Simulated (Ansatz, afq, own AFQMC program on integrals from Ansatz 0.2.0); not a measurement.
**HBr + H, doublet: a scan with AFQMC**

```tsv
atom	x (Å)	y (Å)	z (Å)
Br	0.0000	0.0000	-1.4079
H	0.0000	0.0000	0.0127
H	0.0000	0.0000	1.3951
```

A hydrogen atom is moved from one rigid fragment to the other; the Br1–H2 distance tells how far. The two fragments are held close together, so this isn't a minimum-energy path and the start is a compressed complex. Energies in mEh count from this geometry (1.421 Å) at the same level; the start stands on UHF, each point on the determinant named.

Basis cc-pVTZ. Noble-gas cores (and the filled d shells of Ga–Kr and In–Xe) are frozen. Integrals, coupled cluster, full CI and functionals: Ansatz 0.2.0; the random walks run on the same integrals in our own AFQMC program. ph-AFQMC/CISD is guided by a CISD state made of CCSD amplitudes; releasing the constraint for a short imaginary time cuts its bias at the price of noise, slowly where states lie close. ± is one standard error of the sampling. No spin–orbit coupling.

Cautions, each for one point or more: inner d shell frozen; no relativity below Rb; no spin-orbit coupling; unrestricted determinant slightly spin contaminated.

```tsv
r(Br1–H2) / Å	det.	T1	weight	⟨S²⟩	PBE	r2SCAN	CCSD(T)
1.603	UHF	0.017	0.90	0.80	-3.0	-1.6	2.2
1.694	UHF	0.020	0.90	0.82	-4.4	-2.1	1.7
1.876	UHF	0.015	0.91	0.79	-13.4	-10.6	-11.3
2.058	UHF	0.009	0.92	0.76	-19.0	-18.2	-24.7
```

Estimate the curve of CCSDT(Q), counted from the same start.


```
r(Br1–H2) / Å  det.     T1  weight  ⟨S²⟩  CCSDT(Q)  ph-AFQMC/CISD  released AFQMC
        1.603   UHF  0.017    0.90  0.80       2.0      2.1 ± 0.1       2.1 ± 0.1
        1.694   UHF  0.020    0.90  0.82       1.5      1.7 ± 0.1       1.6 ± 0.1
        1.876   UHF  0.015    0.91  0.79     -11.5    -11.2 ± 0.1               –
        2.058   UHF  0.009    0.92  0.76     -24.7    -24.6 ± 0.1               –
```

Weight is that of the determinant in the CISD state; at the start T1 is 0.010 and the weight 0.92, and ⟨S²⟩ is 0.76. A dash marks a missing value, a released energy that hasn't settled or a functional that sits on another state. Largest departures from CCSDT(Q), at the points where its series has closed: CCSD(T) 0.2 mEh at 1.694 (on UHF), ph-AFQMC/CISD 0.2 mEh at 1.876 (on UHF) (within the noise), released AFQMC 0.1 mEh at 1.603 (on UHF) (within the noise), PBE -6.0 mEh at 1.694, r2SCAN 6.5 mEh at 2.058. Functionals count only at points shown to share the start's state and spin.

A walk keeps the symmetry of its determinant, which the program's search chose and which needn't be the lowest solution, so a lower state of the same spin and another symmetry isn't excluded. Released energies are given only where the last usable release times agree within the noise; a slower fall can still hide under it.
